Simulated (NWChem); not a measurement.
disulfur (S$_{2}$, triplet); SMILES S=S

```xyz
2

S      0.0000     0.0000     0.9634
S      0.0000     0.0000    -0.9634
```
Atoms are numbered in this order, from 1.

Program: NWChem. Spin-unrestricted. All runs use the structure optimised with B3LYP/6-31G* (spherical d), spin-unrestricted. No stability test was run on the SCF state. Level: PBE/def2-SVP with SMD (1 M gas to 1 M solution), gas-phase geometry. Reactions with the solvent are ignored.

Problem. Estimate the computed values for solvent n-hexane. Quantities: solvation free energy (kcal/mol); cavity-dispersion-structure term (kcal/mol).

Solution. The solvation free energy (kcal/mol) is -3.2 and the cavity-dispersion-structure term (kcal/mol) comes out as -3.2.
